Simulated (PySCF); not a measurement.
First SCF of a structure search on doublet H₂PO, at a hand-made trigonal pyramidal geometry. PySCF input:

```python
from pyscf import gto, scf, dft
mol = gto.M(atom='''
P      0.000000    -0.510530     0.000010
O      0.113940     1.075380    -0.000020
H     -0.904180    -0.688410    -1.093440
H     -0.904210    -0.688460     1.093480''',
    basis={'P': 'def2-TZVP', 'O': 'def2-TZVP', 'H': 'def2-TZVP'},
    charge=0, spin=1)
mf = dft.UKS(mol, xc='PBE0')
mf.grids.atom_grid = (50, 194)
aux = {'P': 'def2-universal-JKFIT', 'O': 'def2-universal-JKFIT', 'H': 'def2-universal-JKFIT'}
mf = mf.density_fit(auxbasis=aux)
mf.conv_tol = 1e-08
mf.diis_space = 10
mf.max_cycle = 60
mf.init_guess = 'minao'
mf.verbose = 4
mf.kernel()
```

Excerpt of the output (cycles alone):

```
init E= -417.554250720385
cycle= 1 E= -417.354899979139  delta_E= 0.199  |g|= 0.66  |ddm|= 1.12
cycle= 2 E= -415.210165752825  delta_E= 2.14  |g|= 2.12  |ddm|= 2.41
cycle= 3 E= -417.552588764823  delta_E= -2.34  |g|= 0.0982  |ddm|= 2.19
cycle= 4 E= -417.554909657505  delta_E= -0.00232  |g|= 0.0934  |ddm|= 0.107
cycle= 5 E= -417.55851975928  delta_E= -0.00361  |g|= 0.0481  |ddm|= 0.0453
cycle= 6 E= -417.559904989987  delta_E= -0.00139  |g|= 0.00833  |ddm|= 0.05
cycle= 7 E= -417.559974501599  delta_E= -6.95e-05  |g|= 0.00169  |ddm|= 0.0148
cycle= 8 E= -417.55997757696  delta_E= -3.08e-06  |g|= 0.000874  |ddm|= 0.00293
cycle= 9 E= -417.55997847423  delta_E= -8.97e-07  |g|= 0.000474  |ddm|= 0.00159
cycle= 10 E= -417.55997866298  delta_E= -1.89e-07  |g|= 0.000163  |ddm|= 0.0007
cycle= 11 E= -417.559978691553  delta_E= -2.86e-08  |g|= 3.33e-05  |ddm|= 0.000287
cycle= 12 E= -417.559978693962  delta_E= -2.41e-09  |g|= 1.21e-05  |ddm|= 8.47e-05
Extra cycle  E= -417.559978694094  delta_E= -1.32e-10  |g|= 1.11e-05  |ddm|= 1.89e-05
converged SCF energy = -417.559978694094  <S^2> = 0.76076051  2S+1 = 2.0107317
```

No lower solution of this spin was found by a stability analysis within the unrestricted form.

The search for the lowest solution, with the stability check, took 2.8 s on 2 threads of a shared Arm Neoverse V2 host, with 80 basis functions; the process peaked at 0.3 GiB. Launch command: `OMP_NUM_THREADS=2 python axn.py task.json out`.
